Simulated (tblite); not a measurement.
C5H10S.
Numbering: `[CH3:1][CH:2]([CH3:3])[C@H:4]1[CH2:5][S:6]1` (hydrogens: H7, H8, H9 on C1; H10 on C2; H11, H12, H13 on C3; H14 on C4; H15, H16 on C5)

Computed with GFN2-xTB (tblite), gas phase: nudged elastic band of 9 images (0 to 8), spring 0.2 eV/Å², climbing image at the end, force threshold 0.05 eV/Å. The top image wasn't refined or checked by frequencies; at this threshold it can lie a kcal/mol or more above the true saddle point of the method.

The band describes a rotation about C2–C4 (sp3 CH carbon, sp3 carbon bound to sulfur), followed by the dihedral C1–C2–C4–S6, from the optimised start (159°) to a second optimised geometry at -80°.

Question: How does the energy change from image to image?

Answer: 
```json
{"image": "0", "dihedral (°)": "159", "E (kcal/mol)": "0.00", "C2–C4 (Å)": "1.511", "C1···S6 (Å)": "4.14", "largest true force (eV/Å)": "0.01"}
{"image": "1", "dihedral (°)": "173", "E (kcal/mol)": "0.34", "C2–C4 (Å)": "1.514", "C1···S6 (Å)": "4.18", "largest true force (eV/Å)": "0.04"}
{"image": "2", "dihedral (°)": "-172", "E (kcal/mol)": "1.30", "C2–C4 (Å)": "1.518", "C1···S6 (Å)": "4.19", "largest true force (eV/Å)": "0.05"}
{"image": "3", "dihedral (°)": "-157", "E (kcal/mol)": "2.38", "C2–C4 (Å)": "1.523", "C1···S6 (Å)": "4.16", "largest true force (eV/Å)": "0.04"}
{"image": "4", "dihedral (°)": "-141", "E (kcal/mol)": "2.95", "C2–C4 (Å)": "1.525", "C1···S6 (Å)": "4.10", "largest true force (eV/Å)": "0.03"}
{"image": "5", "dihedral (°)": "-127", "E (kcal/mol)": "2.76", "C2–C4 (Å)": "1.524", "C1···S6 (Å)": "4.00", "largest true force (eV/Å)": "0.04"}
{"image": "6", "dihedral (°)": "-111", "E (kcal/mol)": "2.14", "C2–C4 (Å)": "1.521", "C1···S6 (Å)": "3.87", "largest true force (eV/Å)": "0.03"}
{"image": "7", "dihedral (°)": "-95", "E (kcal/mol)": "1.66", "C2–C4 (Å)": "1.518", "C1···S6 (Å)": "3.69", "largest true force (eV/Å)": "0.03"}
{"image": "8", "dihedral (°)": "-80", "E (kcal/mol)": "1.37", "C2–C4 (Å)": "1.516", "C1···S6 (Å)": "3.49", "largest true force (eV/Å)": "0.01"}
```

Barriers of this band. The top is image 4 at -141°: 2.95 kcal/mol forward and 1.58 kcal/mol back; the end lies 1.37 kcal/mol above the start. The central bond is 0.014 Å longer at the top than at the start.

Question: What rate follows at 298 K for crossing this barrier forward?

Answer: Taking the electronic barrier for the free energy of activation (no zero-point or entropy terms, transmission 1), rate = (kT/h)·exp(−ΔE/kT) ≈ 4 × 10^10 s⁻¹, whose inverse is 2 × 10^-11 s. An error of 1 kcal/mol in the barrier changes this by a factor of 5, and the method and the loose band can each miss by that much or more.

Question: How would the two end points share their population at 298 K, from these energies alone?

Answer: exp(−ΔE/kT) with ΔE = 0.059 eV gives 0.1 for the higher one (end) against 1 for the lower, without vibrational, rotational or degeneracy terms. GFN2-xTB can put conformers this close in the wrong order.

Question: How long is the path, and how are the images spaced?

Answer: Cartesian distances between aligned neighbours (all atoms, Å): 0.64, 0.67, 0.69, 0.70, 0.68, 0.69, 0.70, 0.72; the sum is 5.50 Å, and the top lies 49 % of the way along.

The cost below is that of the whole band run. On Arm Neoverse V1, one thread, on a shared host, this took 2.6 s wall and 0.18 GiB of memory at its peak.
